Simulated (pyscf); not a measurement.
Thermochemistry of product channels of H₃Sn–SnH₃ (SMILES [SnH3][SnH3]) + HF (SMILES F) on the singlet surface, in eV, from ωB97M-D3(BJ)/def2-TZVP energies (ideal gas, 1 atm, RRHO with modes under 100 cm⁻¹ raised to 100, one conformer, R ln 2 for chiral ones without a mode under 150 cm⁻¹). PySCF, gas phase, ωB97X-D3(BJ)/def2-SVP geometries.

```csv
products,ΔE,ΔH(298 K),ΔG(900 K),ΔG(1200 K)
F–SnH₂–SnH₃ (SMILES [F][SnH2][SnH3]) + H₂ (SMILES [H][H]),-0.37,-0.45,-0.43,-0.43
F–SnH₃ (SMILES [F][SnH3]) + SnH₄ (SMILES [SnH4]),0.00,-0.08,0.00,+0.05
```

These are energies of the channels, which say nothing of barriers. Elements past Kr carry the def2 core potentials, without spin-orbit coupling.
